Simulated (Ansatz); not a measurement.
A made-up structure of CH3SSi (charge +1), singlet:

```tsv
atom	x (Å)	y (Å)	z (Å)
C1	0.3732	-0.3096	0.0321
Si2	-0.9783	0.2102	-0.9025
S3	1.1290	0.3230	1.8103
H4	-2.1346	-0.6128	-0.9450
H5	-0.7413	0.9465	-2.0934
H6	2.1395	-0.5773	1.8134
```

It is relaxed with PBE-D4/def2-SVP and then PBE0-D4/def2-TZVP (Ansatz 0.2.0). Atoms count as bonded within 1.22 times the sum of their covalent radii (H–H: 0.88 Å). The end point is not checked to be a true minimum.

(1) Does its bonding change? (A judgement: the text doesn't fix the answer.)

Results:

(1) Computed: No: no bond forms or breaks.

Where it ends: The first stage lowers the energy by 2.04 eV in 10 steps. It ends as CH₃SSi ([SiH2][C][SH]), total charge +1:
```
6
angstrom
C 0.2083 0.0873 0.3709
Si -0.8976 0.1161 -0.9312
S 1.0718 0.2748 1.6697
H -2.0774 -0.7535 -0.8274
H -0.5467 0.9489 -2.0898
H 2.0292 -0.6937 1.5229
```

Labels in which every atom is bracketed show which atoms are joined, not bond orders.

For scale, one of the runs: PBE0-D4/def2-TZVP relaxation, 123 basis functions, launched by `ansatz run in.yaml --threads 2 --pin off --events-out ev --progress --plain --max-ram 4352MiB`. Hardware: 2 CPU threads of an Intel Xeon Platinum 8488C, shared host. Wall time about 8 s.
